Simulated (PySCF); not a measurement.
## Basis-set dependence of excited states

Species: BH6NO.
InChI=1S/BH6NO/c2-1-3/h3H,1H2,2H3

TDDFT with PBE0 (PySCF), vertical singlets, core orbitals frozen in the response, spherical d and f functions. Geometry: PBE0-D3(BJ)/def2-SVP, one conformer, isolated molecule.

| basis | functions | diffuse | S1 (eV) | S2 (eV) | S3 (eV) | S4 (eV) | S5 (eV) | LUMO (eV) | α (au) |
| --- | --- | --- | --- | --- | --- | --- | --- | --- | --- |
| 6-31G* | 54 | no | 6.91 | 7.42 | 8.43 | 8.82 | 8.89 | 1.47 | 26.1 |
| 6-31+G* | 66 | yes | 5.59 | 6.16 | 6.57 | 7.05 | 7.21 | -0.45 | 32.0 |
| def2-SVP | 72 | no | 6.46 | 7.02 | 7.93 | 8.37 | 8.42 | 0.84 | 27.6 |
| def2-SVPD | 111 | yes | 5.91 | 6.50 | 7.03 | 7.50 | 7.67 | -0.12 | 35.7 |
| aug-cc-pVDZ | 123 | yes | 5.47 | 6.02 | 6.39 | 6.76 | 6.83 | -0.69 | 36.6 |
| def2-TZVP | 129 | no | 6.12 | 6.69 | 7.32 | 7.78 | 7.97 | 0.20 | 32.6 |
| def2-TZVPD | 168 | yes | 5.67 | 6.24 | 6.71 | 7.17 | 7.28 | -0.42 | 36.4 |
| aug-cc-pVTZ | 276 | yes | 5.49 | 6.04 | 6.39 | 6.73 | 6.79 | -0.70 | 36.7 |

How much do these states and the polarisability depend on the basis?

States are compared by their number. Against the largest diffuse basis here (aug-cc-pVTZ, itself not a converged limit), sets without diffuse functions differ by up to 1.42 eV in S1 and 2.09 eV in S5; the smaller diffuse sets differ by up to 0.42 and 0.88 eV. State by state, the largest deviation of a set without diffuse functions is S1 1.42, S2 1.38, S3 2.04, S4 2.08, S5 2.09 eV. The same number needn't mean the same state in each row. Against aug-cc-pVTZ the polarisability deviates by -29% in 6-31G*, -13% in 6-31+G*, -25% in def2-SVP, -3% in def2-SVPD, 0% in aug-cc-pVDZ, -11% in def2-TZVP, -1% in def2-TZVPD. A single + in a Pople set puts diffuse functions on heavy atoms only.

Without π bonds the low states are Rydberg-like; a valence basis with one diffuse set may place them up to an eV too high.
